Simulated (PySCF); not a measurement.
**LiS⁻: from constants to spectrum**

RHF-CCSD(T) constants of LiS⁻, ¹Σ⁺ (singlet), closed shell (PySCF, no relativity, basis sets Li aug-pcseg-1, S aug-pcseg-1; masses 7.0160 and 31.9721 u):

- ωe: 603.2 cm⁻¹
- ωexe: 5.08 cm⁻¹
- Be: 0.67029 cm⁻¹
- αe: 0.00826 cm⁻¹

Problem. What force constant and bond length do these constants imply?

Solution. Reduced mass μred = 5.7535 u; k = 5.8918×10⁻⁷·μred·ωe² (u, cm⁻¹, mdyn/Å) = 1.23 mdyn/Å; Re = √(16.8576/(μred·Be)) (u, cm⁻¹, Å) = 2.091 Å.

Problem. Estimate the centrifugal constant D from the Kratzer relation and find the Dunham coefficient a1.

Solution. D = 4Be³/ωe² = 3.31e-06 cm⁻¹; a1 = −1 − αeωe/(6Be²) = -2.85.

Correlated steps freeze 5 core orbitals. The CCSD T1 diagnostic is raised, a sign that a single reference may not be enough here.
